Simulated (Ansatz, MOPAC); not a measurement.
Gas-phase reaction in SMILES: F[C](F)(F)[GeH3] [trifluoromethylgermane] → [GeH3] (GeH3) + F[C](F)F (the C-Ge bond breaks)

Wanted: bond dissociation energy (enthalpy at 298 K), in kcal/mol. Conventions: non-relativistic; no dispersion term unless named; open shells spin-unrestricted; no spin-orbit coupling; LANL2DZ with its own core potentials from Na on; PM7 with its own dispersion and hydrogen-bond terms. First-principles rows: single points at B3LYP-D3(BJ) geometries (Ansatz, a first-principles code), with unscaled harmonic terms from B3LYP/6-31G* (LANL2DZ past Ar) (Ansatz) at its own minima. Semi-empirical rows: MOPAC heats of formation at their own minima for 298 K.

```
species           coefficient  E at B3LYP/LANL2DZ (Ansatz), Eh  E at wB97M-V/def2-TZVPD (Ansatz), Eh  H(298 K) - E, kcal/mol  heat of formation at PM7 (MOPAC), kcal/mol
----------------  -----------  -------------------------------  ------------------------------------  ----------------------  ------------------------------------------
F[C](F)(F)[GeH3]           -1                       -343.18615                           -2416.37978                   27.59                                     -133.50
[GeH3] (GeH3)              +1                         -5.50820                           -2078.61476                   14.83                                       37.93
F[C](F)F                   +1                       -337.55353                            -337.63754                   10.39                                     -125.23
```

 1 Eh = 627.5095 kcal/mol.

Question: Compute it at each level from the table.

Answer: 
- B3LYP/LANL2DZ: the sum of coefficient times E is 0.12442 Eh, or 78.07 kcal/mol; the thermal terms add -2.37. Result: 75.7 kcal/mol.
- wB97M-V/def2-TZVPD: the sum of coefficient times E is 0.12748 Eh, or 79.99 kcal/mol; the thermal terms add -2.37. Result: 77.6 kcal/mol.
- PM7: the sum of coefficient times heat of formation is 46.20 kcal/mol; it needs no thermal term.
